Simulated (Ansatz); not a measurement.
# Worked example: C2H3O → C2HO + H2

Species: C2H3O `C[C]=O`, doublet; C2HO (ethynyloxy radical) `C#C[O]`, doublet; H2 (hydrogen), singlet. 

Shapes, held fixed at every level: PBE0-D4/def2-TZVP. Programs: Ansatz 0.2.0. The zero-point and thermal change to 298 K, harmonic and unscaled (PBE0-D4/def2-TZVP), is -30.0 kJ/mol.

At CCSD(T)/CBS estimate; 1 Eh = 2625.50 kJ/mol:

| species | energy (Eh) |
| --- | --- |
| C2H3O | -153.015104 |
| C2HO | -151.755577 |
| H2 | -1.175441 |

Work out ΔH(298 K) of the reaction at this level.


1. Products less reactants: (-151.755577) + (-1.175441) − [(-153.015104)] = 0.084086 Eh = +220.8 kJ/mol.
2. With the thermal change: +220.8 + (-30.0) = +190.8 kJ/mol.

Other levels give +174.8 (B3LYP-D4/def2-TZVPP) to +209.3 kJ/mol (SPW92/def2-TZVPP). No measured value is set beside it here. Spin contamination: C2HO (⟨S²⟩ up to 0.81). Open shells run unrestricted unless RO is named. The CBS estimate extrapolates MP2 from def2-TZVPP and def2-QZVPP and adds CCSD(T) − MP2 in the triple-zeta set, cores frozen; for H2 it overshoots the exact energy by about 1 mEh.
